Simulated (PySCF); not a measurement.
Adding and removing an electron: SiCl

r²SCAN; PySCF, no relativity, basis sets Si pcseg-1, Cl pcseg-1. Neutral (UKS): doublet (π ↑), Re = 2.095 Å, ωe = 513 cm⁻¹, De = 4.31 eV, HOMO -4.60 eV, LUMO -3.98 eV.

SiCl⁺ (UKS): singlet (closed shell), Re = 1.972 Å, ωe = 653 cm⁻¹, De = 5.03 eV to Si⁺ + Cl. The energies at the minima are -749.56596 hartree for SiCl and -749.28625 for SiCl⁺.

(1) Work out the adiabatic ionisation energy, without and with harmonic zero-point energies (1 hartree = 27.2114 eV, 1 eV = 8065.5 cm⁻¹), and the change of the bond length.

For an ion De counts to the pair picked by the measured ionisation energies or electron affinities, which need not be the lowest pair at this level. States were picked by a PBE0 search and need not be the measured ground states.

Answers

(1) At r²SCAN: 0.27971 hartree = 7.611 eV between the minima; the zero-point term (653.0 − 513.0)/2 cm⁻¹ = +0.009 eV makes it 7.620 eV. Re changes by -12.3 pm against the neutral. The electron leaves a π orbital, and the shorter bond of the ion fits an antibonding orbital, or a change in how ionic the bond is.
